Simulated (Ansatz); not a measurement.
Input for Ansatz (development build ahead of 0.2.0):

```yaml
crystal:
  periodic: [false, false, false]
  atoms:
    - { symbol: C, position_ang: [-0.208, 0.98951, -0.81288] }
    - { symbol: C, position_ang: [0.00921, 0.00095, -0.04951] }
    - { symbol: C, position_ang: [0.18307, -0.98135, 0.85762] }
    - { symbol: H, position_ang: [-0.89697, 0.92468, -1.6408] }
    - { symbol: H, position_ang: [0.38293, 1.89751, -0.76089] }
    - { symbol: H, position_ang: [0.42882, -0.804, 1.9117] }
    - { symbol: H, position_ang: [0.23753, -2.0398, 0.57828] }
basis:
  gaussian: { orbitals: def2-SVP }
total_charge: 1
magnetization:
  spin_polarized: true
  initial_magnetization: 1
hamiltonian:
  xc: hf
output:
  forces: true
```

The input is written out in the form of the current development build from the run's settings.

Output:

```json
{"Converged": "yes", "Total energy": "-115.46473 hartree", "Spin squared of the determinant": "0.845", "Stability test": "minimum"}
```

Forces (eV/Å):
| atom | Fx | Fy | Fz |
| --- | --- | --- | --- |
| C1 | -0.082 | 2.028 | -2.052 |
| C2 | 0.426 | -2.432 | 2.734 |
| C3 | 0.509 | -0.480 | -0.131 |
| H4 | -0.582 | -0.049 | -0.089 |
| H5 | 0.242 | 0.096 | 0.147 |
| H6 | -0.444 | 0.470 | -0.292 |
| H7 | -0.068 | 0.367 | -0.317 |
